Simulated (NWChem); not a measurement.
C₂H₃F; SMILES C(F)=C

All runs: NWChem. Structure relaxed at the PBE0/def2-SVP level. Level: M06-2X/def2-SVP with COSMO at NWChem's default radii, gas-phase geometry; the question gives the dielectric constant.

Predict the results for dielectric constant 11.7. Quantities: electrostatic solvation energy (kcal/mol); dipole in solution (D).


```
Quantity                                   Result
-----------------------------------------  ------
electrostatic solvation energy (kcal/mol)    -2.1
dipole in solution (D)                       1.59
```
